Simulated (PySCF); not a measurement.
Excitations are Tamm–Dancoff values on a coarser integration grid. The basis has no diffuse functions, so Rydberg states are missing or too high.

Cartesian coordinates (Å):
SMILES: F[Si](F)(F)F
```xyz
5

F      1.5178    -0.2409    -0.4549
Si     0.0000     0.0000     0.0000
F     -0.8941    -1.2569    -0.4353
F     -0.0596     0.1721     1.5923
F     -0.5641     1.3257    -0.7022
```
Charge 0, multiplicity 1.

Question: Give the HOMO–LUMO gap, LUMO, HOMO, brightest of the four lowest singlets (TDA) and dipole moment at the level PBE-D3(BJ)/def2-TZVP // PBE-D3(BJ)/def2-SVP in PySCF.

Answer: 
```yaml
HOMO–LUMO gap: 9.46 eV
LUMO: -1.11 eV
HOMO: -10.57 eV
brightest of the four lowest singlets (TDA): 10.68 eV
dipole_moment: 0.00 D
```
